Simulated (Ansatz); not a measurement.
Antiferromagnetic (type II) rock-salt NiO was calculated with PBEsol (plane waves, PAW; Ansatz, a quantum-chemistry and plane-wave program).

Settings: plane-wave cutoff 930 eV, 14×14×14 k mesh, perturbation theory, spin-polarised with opposed moments, scalar-relativistic PAW data made under PBE.

Computed at the level's own relaxed cell.

Task: What does this level give for the electronic dielectric constant ε∞ (mean over three axes) and dielectric constant ε0 (ions relaxed) (mean over three axes)?

Result: 
- electronic dielectric constant ε∞ (mean over three axes) = 22.0
- dielectric constant ε0 (ions relaxed) (mean over three axes) = 31.9

Measured, for comparison: high-frequency dielectric constant 5.7 (temperature not stated, no zero-point or thermal correction, our sources range from 5.61 to 6.10; as tabulated in Chen et al. (2018), doi:10.1103/physrevmaterials.2.073803). Computed (rounded) less measured: high-frequency dielectric constant +286 % (+261 % to +292 % over the range).

Cost on a shared machine: around 2.1 core-hours (rough).
